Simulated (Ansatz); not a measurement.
Input (CCSDT(Q)/cc-pV(D+d)Z; Ansatz, an electronic-structure program): A basis named .json is the Basis Set Exchange file of that set.

Ansatz 0.2 input:
```yaml
crystal:
  periodic: [false, false, false]
  atoms:
    - {symbol: S, position_ang: [-0.00000000, -0.00000000, -1.55270816]}
    - {symbol: C, position_ang: [0.00000000, 0.00000000, 0.00000000]}
    - {symbol: S, position_ang: [0.00000000, 0.00000000, 1.55270816]}
basis:
  gaussian:
    orbitals: cc-pV_D+d_Z.json
magnetization: {spin_polarized: false}
correlation: {method: ccsdt_q, electrons: outside_noble_gas}
```

Output:

```
Functional definition: HF
integrals: 0.05 GiB planned
1070 factors; integrals over basis functions are off by at most 1.6e-7 eV
mean field: 0.21 GiB planned
mean field evaluation 1: about -22664.1461 eV, gradient 1.4e1 eV
mean field evaluation 2: about -22664.5503 eV, gradient 1.5e1 eV
mean field evaluation 4: about -22665.3044 eV, gradient 2.4e0 eV
mean field evaluation 8: about -22665.3307 eV, gradient 1.1e-1 eV
mean field evaluation 16: about -22664.5285 eV, gradient 1.0e1 eV
mean field -22665.33074560 eV, -832.9355417879 hartree, gradient 5.2e-6 eV, S^2 0.000000; 0 other end points of the search recorded, 0 dependent functions left out
11 core orbitals not correlated
reference -22665.33074560 eV, -832.9355417879 hartree; 8, 8 occupied and 41, 41 virtual orbitals, 1070 factors
second order -10.77514002 eV of doubles, -0.00000000 eV of singles
coupled cluster: 0.65 GiB planned
cycle   1  -10.63562465 eV  change    1.4e-1 eV  update   1.5e-1
cycle   2  -11.33040042 eV  change   -6.9e-1 eV  update   1.0e-1
cycle   3  -11.84758910 eV  change   -5.2e-1 eV  update   3.1e-2
cycle   4  -11.81822622 eV  change    2.9e-2 eV  update   1.1e-2
cycle   5  -11.79755753 eV  change    2.1e-2 eV  update   4.7e-3
cycle   6  -11.80114787 eV  change   -3.6e-3 eV  update   1.5e-3
cycle   7  -11.80395986 eV  change   -2.8e-3 eV  update   6.2e-4
cycle   8  -11.80323878 eV  change    7.2e-4 eV  update   2.7e-4
cycle   9  -11.80283233 eV  change    4.1e-4 eV  update   1.3e-4
cycle  10  -11.80297664 eV  change   -1.4e-4 eV  update   6.2e-5
cycle  11  -11.80288395 eV  change    9.3e-5 eV  update   2.4e-5
cycle  12  -11.80290902 eV  change   -2.5e-5 eV  update   9.2e-6
cycle  13  -11.80291702 eV  change   -8.0e-6 eV  update   4.4e-6
cycle  14  -11.80291595 eV  change    1.1e-6 eV  update   1.2e-6
coupled cluster: 0.65 GiB planned
perturbative correction -0.05828756 eV, -0.0021420284 hartree
Total energy: -22677.19194911 eV, -833.3714329772 hartree
```
